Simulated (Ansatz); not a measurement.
A made-up structure of C$_{3}$H, doublet:

```
4
angstrom
C 0.9622 -0.2946 0.4414
C -0.2583 -0.2366 1.0419
C -0.1313 0.0991 -0.2766
H 2.0071 -0.2056 0.5965
```

It is relaxed with PBE-D4/def2-SVP and then PBE0-D4/def2-TZVP (Ansatz 0.2.0). Atoms count as bonded within 1.22 times the sum of their covalent radii (H–H: 0.88 Å). The end point is not checked to be a true minimum.

Problem. Does its bonding change? (A judgement: the text doesn't fix the answer.)

Solution. By the calculation: No: no bond forms or breaks.

Where it ends: The first stage lowers the energy by 0.16 eV in 4 steps. It ends as C₃H ([C]1[C][CH]1):
| atom | x (Å) | y (Å) | z (Å) |
| --- | --- | --- | --- |
| C1 | 0.9645 | -0.1835 | 0.4793 |
| C2 | -0.2832 | -0.2613 | 1.0306 |
| C3 | -0.1409 | 0.0715 | -0.2820 |
| H4 | 2.0392 | -0.2645 | 0.5753 |

Labels in which every atom is bracketed show which atoms are joined, not bond orders.

For scale, one of the runs: PBE0-D4/def2-TZVP relaxation, 99 basis functions, launched by `ansatz run in.yaml --threads 2 --pin off --events-out ev --progress --plain --max-ram 4352MiB`. Hardware: 2 CPU threads of an Arm Neoverse V2, shared host. Wall time about 8 s.
